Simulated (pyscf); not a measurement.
This saddle point was located with ωB97X-D3(BJ)/def2-SVP in PySCF.

```xyz
9

Si    -0.2025     0.2964    -0.3430
F      0.9876     1.4510    -0.3562
H     -1.5665    -0.9123     0.0090
H     -1.1847     0.9257    -1.2551
H      0.6028    -0.9101    -0.6408
N     -0.6542     0.4670     1.4748
H     -1.3862    -0.3990     1.0004
H      0.0669     0.1909     2.1426
H     -1.0544     1.3630     1.7560
```

Surface: singlet, charge 0. Lowest wavenumbers (cm⁻¹): 1461i, 162, 297, 351, 586.

Q: Which two sides does it connect, and which bonds change?

A: `[F][SiH3]` + `[NH3]` ⇌ `[NH2][SiH2][F]` + `[H][H]`, a four-centre exchange read from left to right: H–Si, H–N broken and N–Si, H–H formed. At ωB97M-D3(BJ)/def2-TZVP it lies +31.9 kcal/mol from the left side and +44.9 kcal/mol from the right (each side as separated species at their lowest minima found). On the reactant side the descent ends in a complex (not fully relaxed), 4.3 kcal/mol under the separated species and 36.2 kcal/mol under the saddle at ωB97X-D3(BJ)/def2-TZVP. At the saddle there is also a short H–Si contact that neither side keeps. The same reactants have a lower exit, to H₂N–SiH₃ + HF (barrier +26.3 kcal/mol at ωB97M-D3(BJ)/def2-TZVP, against +31.9 kcal/mol here). One saddle was located; it need not be the lowest between these sides.
